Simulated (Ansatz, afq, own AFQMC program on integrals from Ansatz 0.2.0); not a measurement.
# F, doublet → F⁺, triplet

A free F atom.

E(triplet, charge +1) − E(doublet, charge +0) at this geometry, on UHF and UHF determinants.

Basis aug-cc-pVDZ. Only valence electrons are correlated. AFQMC by an in-house program on the Cholesky factors that Ansatz 0.2.0 writes for its CCSD(T) run. The CISD trial takes its coefficients from CCSD amplitudes. Released means that phaseless walkers are propagated on without the constraint, phases kept. ± is one standard error of the sampling. The errors of all members are added in quadrature.

Full CI on the same integrals is exact in this basis and with this determinant's frozen core.

The best estimate is CCSD(T) at the basis-set limit (CBS: def2-TZVPP and def2-QZVPP, with their diffuse functions for anions and beside diffuse sets, CCSD(T) itself extrapolated) plus the step from CCSD(T) to full CI in aug-cc-pVDZ. Rows without CBS are in aug-cc-pVDZ, the functionals in def2-TZVP; B2PLYP and the wave-function rows carry a basis error of their own. Core correlation and relativity beyond core potentials are missing, and ± holds the sampling alone.

Cautions: F⁺ (triplet): the released energies have errors that jump between times, so the bars are unsure, so no released level is given (meV from the phaseless value at times in 1/Eh: -1.7 ± 0.3 at 0.24, -2.3 ± 0.4 at 0.51, -2.5 ± 0.5 at 0.99, -8 ± 5 at 1.62, -0.7 ± 1.4 at 2.40), though the last usable value meets full CI within the noise.

```json
{"level": "PBE", "vertical ionization energy (kcal/mol)": "407.0"}
{"level": "HF", "vertical ionization energy (kcal/mol)": "363.6"}
{"level": "B2PLYP", "vertical ionization energy (kcal/mol)": "402.3"}
```

Question: From these cheaper values, estimate the vertical ionization energy at the level of the best estimate.

Answer: 401.5 kcal/mol (best estimate, highest rung FCI).

| level | vertical ionization energy (kcal/mol) | error against the best estimate (kcal/mol) |
| --- | --- | --- |
| MP2 | 395.9 | -5.6 |
| CCSD | 394.0 | -7.5 |
| CCSD(T) | 394.7 | -6.8 |
| CCSDT | 394.7 | -6.8 |
| CCSDT(Q) | 394.8 | -6.7 |
| CCSDTQ | 394.8 | -6.7 |
| ph-AFQMC/CISD | 394.7 ± 0.05 | -6.8 ± 0.05 |
| FCI | 394.8 | -6.7 |
| HF/CBS | 360.9 | -40.6 |
| MP2/CBS | 402.4 | 0.9 |
| CCSD(T)/CBS | 401.4 | -0.1 |
| r2SCAN | 404.4 | 2.9 |
| PBE0 | 402.3 | 0.7 |
| B3LYP | 408.7 | 7.2 |
| wB97M-V | 402.2 | 0.7 |

Correlation beyond CCSD(T) adds 0.1 kcal/mol. Going to the basis-set limit adds 6.7 kcal/mol at CCSD(T). The perturbative (T) step is worth +0.7 kcal/mol. The functionals spread over 6.5 kcal/mol; wB97M-V and PBE0 come nearest and B3LYP is 7.2 kcal/mol too high.

Best estimates are given only where the step beyond CCSD(T) is under 0.3 eV and no member's determinant is very poor (T1 over 0.05, or 0.07 for open shells, ⟨S²⟩ too high by 0.3, two states mixed), so the hardest cases are missing from such tables.

The functionals ran in a triple-zeta set and keep a basis error of their own, a few kJ/mol for each bond in atomization energies and more for double hybrids, so close places among them and the extrapolated levels can swap.

CCSDT and higher add their correlation energy to the determinant of the CCSD(T) run, since their own runs factorise the integrals more tightly (a shift of under 2 meV). Each member of a difference takes its own highest rung, so a best estimate needn't equal the limit plus the step of one row. A walk keeps the symmetry of its determinant, which the program's search chose and which needn't be the lowest solution, so a lower state of the same spin and another symmetry isn't excluded.
